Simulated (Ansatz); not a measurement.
# SiH₃+ (singlet): wave-function methods side by side at distance Si1–H3 = 2.754 Å, aug-cc-pVDZ

How much of the correlation energy of SiH₃+ (singlet) does each wave-function method recover here?

The runs use Ansatz 0.2.0, Gaussian basis; aug-cc-pVDZ, core rule «outside noble gas», up to 5 orbitals frozen.

To be run: UHF; CCSD(T) on RHF; CCSD(T) on UHF; BCCD(T) on RHF; CISD; CCSDT(Q) on RHF; CCSDT(Q) on UHF; CCSDTQ on RHF; CASSCF and MRCISD+Q, 2 electrons in 2 orbitals; CASSCF and NEVPT2, 2 electrons in 2 orbitals; CASSCF and MRCISD+Q, 6 electrons in 7 orbitals; CASSCF and NEVPT4(SD), 6 electrons in 7 orbitals; CASSCF and NEVPT2, 6 electrons in 7 orbitals; Full CI.

6 further runs of the same task are left out: 6 for a known fault of the program.

**1. The geometry**

The geometry derives from a PBE0/def2-TZVP stationary point (not a proven minimum). One bond is set to the value named and the two fragments are kept rigid.

4 atoms, charge 1, spin multiplicity 1.

Atoms are counted from 1 here; the program's logs count them from 0.

Bond lengths: Si1–H2 1.472 Å, Si1–H4 1.472 Å. Angles: H2–Si1–H4 120.0°.

**2. UHF**

in.yaml reads:

```yaml
crystal:
  periodic: [false, false, false]
  atoms:
    - {symbol: Si, position_ang: [0.021115, -0.035769, 0.000082]}
    - {symbol: H, position_ang: [1.493058, -0.021542, -0.000014]}
    - {symbol: H, position_ang: [-1.378873, 2.335838, -0.005353]}
    - {symbol: H, position_ang: [-0.702535, -1.317619, 0.003083]}
basis:
  gaussian: {orbitals: aug-cc-pVDZ}
total_charge: 1
magnetization: {spin_polarized: true, initial_magnetization: 0}
hamiltonian: {xc: hf}
output: {orbitals: {seedname: orbitals}}
```

On the command line:

```bash
> ansatz run in.yaml --threads 1 --pin off --events-out ev --progress --plain --max-ram 4096MiB --backend cpu
```

After this run come: CCSD(T) on RHF; CCSD(T) on UHF; BCCD(T) on RHF; CISD; CCSDT(Q) on RHF; CCSDT(Q) on UHF; CCSDTQ on RHF; CASSCF and MRCISD+Q, 2 electrons in 2 orbitals; CASSCF and NEVPT2, 2 electrons in 2 orbitals; CASSCF and MRCISD+Q, 6 electrons in 7 orbitals; CASSCF and NEVPT4(SD), 6 electrons in 7 orbitals; CASSCF and NEVPT2, 6 electrons in 7 orbitals; Full CI.

Before running them: what should the planned runs give, taken together? Wanted: FCI below the RHF energy; RMP2 from FCI; UMP2 from FCI; RCCSD from FCI; RCCSD(T) from FCI; UCCSD(T) from FCI; RCCSDT(Q) from FCI; UCCSDT(Q) from FCI; NEVPT2 pair from FCI.

The runs gave:

| quantity | value |
| --- | --- |
| FCI below the RHF energy | -4.2154 eV |
| RMP2 from FCI | +132.6 kJ/mol |
| UMP2 from FCI | +103.0 kJ/mol |
| RCCSD from FCI | +17.8 kJ/mol |
| RCCSD(T) from FCI | +4.2 kJ/mol |
| UCCSD(T) from FCI | +10.2 kJ/mol |
| RCCSDT(Q) from FCI | +0.2 kJ/mol |
| UCCSDT(Q) from FCI | +0.1 kJ/mol |
| NEVPT2 pair from FCI | +64.0 kJ/mol |
| MRCISD+Q pair from FCI | -1.1 kJ/mol |
| NEVPT2 valence from FCI | +47.3 kJ/mol |
| levels within 1 kcal/mol (43 meV) | BCCD(T), RCCSDT, UCCSDT, RCCSDT(Q), UCCSDT(Q), RCCSDTQ, MRCISD+Q pair, MRCISD+Q valence |
| T1 diagnostic | 0.031 |
| effectively unpaired electrons | 0.65 |

RCCSD(T) lands +4.2 kJ/mol from the yardstick (1.0 % of the correlation energy). CCSD(T) misses by +4.2 kJ/mol on the restricted determinant and by +10.2 kJ/mol on the unrestricted one; the two need not hold the same state or core. MRCISD+Q pair falls below full CI: the +Q correction isn't variational, and the cores differ from full CI's. The occupations show some static correlation. Of the multireference levels listed MRCISD+Q valence comes nearest in total energy (+0.8 kJ/mol), which doesn't show that its space is the better one. These misses are within one basis, not against nature.
